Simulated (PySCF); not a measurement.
Numbering as in the mapped SMILES `[CH2:1]=[CH:2][C:3](=[O:4])[O:5][CH3:6]`. Hydrogens are named by the atom that carries them. Ha(C1) is cis to C3; Hb(C1) is trans to C3.

Method: σ from GIAO-B97-2/pcSseg-2, PBE0-D3(BJ)/def2-TZVP geometry, B3LYP/pcJ-2 coupling constants (without the spin–dipole term), in PySCF (non-relativistic Hamiltonian, one conformer, rapidly exchanging positions averaged, in vacuum).

List the cross peaks expected in HSQC, COSY and HMBC spectra.

## Answers



HSQC (one-bond C–H):
```tsv
δH	δC	1J(C,H) (Hz)
7.02 (Ha(C1))	141.1 (C1)	170
6.45 (H(C2))	136.6 (C2)	171
6.07 (Hb(C1))	141.1 (C1)	167
3.67 (H(C6))	54.6 (C6)	151
```

COSY cross peaks (|J| ≥ 2 Hz):
```tsv
δH	δH	abs. J (Hz)	bonds
7.02 (Ha(C1))	6.45 (H(C2))	18.9	3
7.02 (Ha(C1))	6.07 (Hb(C1))	2.9	2
6.45 (H(C2))	6.07 (Hb(C1))	12.1	3
```

HMBC (two and three bonds, |J| ≥ 2.5 Hz):
```tsv
δH	δC [abs. J in Hz]
7.02 (Ha(C1))	173.3 (C3) [8.4], 136.6 (C2) [4.0]
6.45 (H(C2))	173.3 (C3) [3.6]
6.07 (Hb(C1))	173.3 (C3) [14.8]
3.67 (H(C6))	173.3 (C3) [4.3]
```

References, each an isolated molecule treated in the same way: 1H and 13C vs TMS.

Shifts are as computed. Against solution values, carbons near 30 ppm lie about +3 ppm off and those near 130 ppm about +7 ppm. Of 1309 compounds with measured shifts, 239 miss one by over three times the rms of a fit or turn the order of signals round; such compounds aren't used in these exercises.
